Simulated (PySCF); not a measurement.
System: C$_{2}$H$_{2}$Cl, charge -1, multiplicity 1. It need not be the lowest isomer of its formula. Whether it binds its extra electron was not tested at this geometry. 
Coordinates optimised at B3LYP-D3(BJ)/def2-TZVP (Ansatz):
```xyz
5

C     -0.1169     1.0309    -0.0001
C      1.2220     1.0944     0.0228
Cl    -0.6007    -0.8889    -0.0119
H      1.9274     0.2630     0.0333
H      1.6537     2.0969     0.0320
```
Charge -1, spin multiplicity 1.

Dispersion corrections to the total energy (kcal/mol) from the dftd3 and dftd4 libraries through PySCF: D3(BJ) without and D4 with the three-body term, each with the damping fitted for the functional named.

| functional | D3(BJ) | D4 |
|---|---|---|
| revPBE | -4.88 | -7.66 |
| r2SCAN | -0.48 | -0.51 |
| TPSS | -2.34 | -3.01 |
| B2PLYP | -1.54 | (withheld) |
| PBE | -1.86 | -2.21 |
| B3LYP | (withheld) | -3.60 |
| TPSSh | (withheld) | -2.71 |

Q: What belongs in the gaps?

A: 
- B2PLYP, D4: -1.53
- B3LYP, D3(BJ): -3.33
- TPSSh, D3(BJ): -2.13
